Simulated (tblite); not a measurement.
Compound: C₄H₄Cl₂ (charge +1 and doublet state).
Atom-mapped SMILES: `[Cl:1][CH2:2]/[C:3]=[C+:4]/[CH2:5][Cl:6]` (hydrogens: H7, H8 on C2; H9, H10 on C5)

A start from a force field or distance geometry was refined with GFN2-xTB geometry optimisation, gas phase in tblite 0.8.0. Values at the start:

```csv
coordinate,start
Cl1–C2,1.787 Å
C2–C3,1.449 Å
C2–H7,1.099 Å
C3=C4,1.211 Å
C4–C5,1.464 Å
Cl1–C2–C3,108.7°
C2–C3–C4,178.3°
```

Problem. How do these coordinates change at the GFN2-xTB level?

Solution. 
| coordinate | GFN2-xTB (Å or °) | change |
| --- | --- | --- |
| C4–C5 | 1.424 | -0.040 |
| C2–C3 | 1.424 | -0.025 |
| C3=C4 | 1.213 | +0.002 |
| Cl1–C2 | 1.786 | -0.001 |
| C2–H7 | 1.099 | 0.000 |
| Cl1–C2–C3 | 113.4 | +4.7 |
| C2–C3–C4 | 177.5 | -0.8 |

The energy falls by 1.8 kcal/mol over 22 L-BFGS steps, the largest force on an atom goes from 1.50 to 0.007 eV/Å, and the atoms move by 0.039 Å rms after alignment. The bond that changes most is C4–C5 (ends: carbon bonded to 2 C; carbon bonded to C, Cl and 2 H), which shortens by 0.040 Å. Bonds longer at the end by more than 0.005 Å: 3 of 9; shorter: 2. Rotational constants go from 12037, 641.7, 613.9 to 12866, 626.8, 602.1 MHz.

On an AMD EPYC 9R45 with one thread, shared host with 96 logical CPUs at a one-minute load of 66, this took under 0.1 s of wall time.

Its GFN2-xTB frequencies are all real (lowest 37 cm⁻¹).

All values are computed, not measured.
